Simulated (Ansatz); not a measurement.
```yaml
crystal:
  periodic: [false, false, false]
  atoms:
    - {symbol: Ti, position_ang: [0.000393, -0.000411, -0.319366]}
    - {symbol: Cl, position_ang: [2.064127, 0.011951, 0.146256]}
    - {symbol: Cl, position_ang: [-1.042516, 1.782041, 0.140156]}
    - {symbol: Cl, position_ang: [-1.022142, -1.793438, 0.144780]}
basis:
  gaussian: {orbitals: def2-TZVP}
magnetization: {spin_polarized: true, initial_magnetization: 1}
hamiltonian: {xc: pbe0}
relax: {f_tol: 0.004, max_steps: 80}
```

```sh
$ ansatz run in.yaml --threads 1 --pin off --events-out ev --progress --plain --max-ram 2176MiB
```

Steps of the relaxation (energy above the last step; positions in Å, forces in eV/Å):

```
4
step 1, 266.7 meV
Ti    0.000    0.000   -0.319    0.001   -0.001   -0.481
Cl    2.064    0.012    0.146    1.491    0.009    0.162
Cl   -1.043    1.782    0.140   -0.753    1.287    0.158
Cl   -1.022   -1.793    0.145   -0.738   -1.295    0.161
```

```
4
step 2, 61.9 meV
Ti    0.000    0.000   -0.247    0.000    0.001    0.391
Cl    2.163    0.012    0.122   -0.060   -0.001   -0.130
Cl   -1.092    1.867    0.116    0.030   -0.052   -0.130
Cl   -1.071   -1.879    0.121    0.030    0.052   -0.130
```

```
4
step 3, 16.9 meV
Ti    0.000    0.000   -0.053    0.000    0.000    0.145
Cl    2.209    0.013    0.058   -0.363   -0.002   -0.049
Cl   -1.116    1.907    0.051    0.184   -0.314   -0.048
Cl   -1.094   -1.920    0.056    0.180    0.315   -0.049
```

```
4
step 5, 0.0 meV
Ti    0.000    0.000    0.027    0.000    0.000    0.001
Cl    2.190    0.013    0.031    0.001    0.000    0.000
Cl   -1.106    1.890    0.024    0.000    0.001    0.000
Cl   -1.084   -1.903    0.029    0.000   -0.001    0.000
```

Close pairs at the end: Ti1–Cl3 2.190 Å, Ti1–Cl4 2.190 Å, Ti1–Cl2 2.190 Å.

A stationary point of unrestricted PBE0 after 5 steps, with ⟨S²⟩ = 0.756 against 0.75 for a pure state; no frequencies were run, so it isn't proven a minimum. 4.5 min on 1 thread of Arm Neoverse V1, shared host.
